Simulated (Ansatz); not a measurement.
Basis-set extrapolation for C7H16, SMILES `CCC(CC)CC` (PBE0-D4/def2-TZVP geometry, frozen core, Ansatz). Multiplicity 1, RHF reference.

```json
{"": "HF", "def2-TZVPP": "-274.498076", "def2-QZVPP": "-274.511164"}
{"": "MP2 correlation", "def2-TZVPP": "-1.245455", "def2-QZVPP": "-1.321744"}
{"": "CCSD(T) correlation", "def2-TZVPP": "-1.377906", "def2-QZVPP": "not run"}
```

Energies in hartree. Use E(X) = E(∞) + A·exp(−7.88·√X) for Hartree–Fock and E(X) = E(∞) + B·X^(−2.97) for correlation, with X = 3 and 4, and add CCSD(T) minus MP2 of the smaller set to the MP2 limit.

What is the CCSD(T) energy at the basis-set limit?

HF limit: -274.511164 + (-0.013088) × 0.13774 = -274.51297. MP2 limit: -1.321744 + (-0.076289) × 0.74074 = -1.37825. Higher-order term: -1.377906 − (-1.245455) = -0.13245. Total: -276.02367 hartree, 387.8 kJ/mol below CCSD(T)/def2-TZVPP.
